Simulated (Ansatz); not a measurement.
# CH5OSi radical: small, medium and large basis sets

An exercise on one series of results from a longer session: the logs are not shown, and one member is left open.

Computed with Ansatz 0.2.0, Gaussian basis. Level: one geometry, several basis sets.

The runs, in order: PBE0-D4/def2-SVP; ωB97M-V/def2-SVP; PBE0-D4/def2-QZVPP; ωB97M-V/def2-QZVPP; the functionals' def2-TZVPP values are taken from earlier runs.

## The geometry

The geometry comes from an earlier relaxation with PBE0-D4 in a triple-zeta def2 set; it is a stationary point, not always the lowest conformer.

SMILES `CO[SiH2]`, 8 atoms, charge 0, spin multiplicity 2.

Atoms are counted from 1 here; the program's logs count them from 0.

Bond lengths: C1–O2 1.409 Å, C1–H4 1.091 Å, C1–H5 1.096 Å, C1–H6 1.095 Å, O2–Si3 1.645 Å, Si3–H7 1.488 Å, Si3–H8 1.499 Å. Angles: O2–C1–H4 108.2°, O2–C1–H5 111.7°, O2–C1–H6 111.1°, H4–C1–H5 108.6°, H4–C1–H6 108.6°, H5–C1–H6 108.7°, C1–O2–Si3 123.9°, O2–Si3–H7 105.9°, O2–Si3–H8 109.8°, H7–Si3–H8 111.1°.

Set-up of the first run:

The input, in.yaml:

```yaml
crystal:
  periodic: [false, false, false]
  atoms:
    - {symbol: C, position_ang: [-0.271797, 1.080774, 0.340738]}
    - {symbol: O, position_ang: [-0.195570, 0.114494, -0.681676]}
    - {symbol: Si, position_ang: [-0.003410, -1.496070, -0.407937]}
    - {symbol: H, position_ang: [-0.113006, 2.063126, -0.106894]}
    - {symbol: H, position_ang: [0.493578, 0.918819, 1.108550]}
    - {symbol: H, position_ang: [-1.256345, 1.070272, 0.819281]}
    - {symbol: H, position_ang: [0.350821, -2.094743, -1.723648]}
    - {symbol: H, position_ang: [1.087928, -1.713770, 0.595787]}
basis:
  gaussian: {orbitals: def2-SVP}
magnetization: {spin_polarized: true, initial_magnetization: 1}
hamiltonian: {xc: pbe0, dispersion: d4}
output: {orbitals: {seedname: orbitals}}
```

Among the steps run: PBE0-D4 in def2-SVP; ωB97M-V in def2-SVP; PBE0-D4 in def2-QZVPP; ωB97M-V in def2-QZVPP.

One of the session's tables, all rows but one given; the rest of the session is left out.

It belongs to the step «Density functionals: the series». 

```
functional       basis  HOMO (eV)  LUMO (eV)
   PBE0-D4    def2-SVP      -5.71      -1.98
   PBE0-D4  def2-TZVPP      -5.81      -2.04
   PBE0-D4  def2-QZVPP          ?          ?
   ωB97M-V    def2-SVP      -7.48      -0.29
   ωB97M-V  def2-TZVPP      -7.59      -0.44
   ωB97M-V  def2-QZVPP      -7.63      -0.54
```

**Question.** Estimate the row for PBE0-D4, def2-QZVPP.

**Answer.** HOMO (eV): -5.83; LUMO (eV): -2.09. In the column «HOMO (eV)» it lies between ωB97M-V, def2-SVP (-7.48) and PBE0-D4, def2-TZVPP (-5.81).
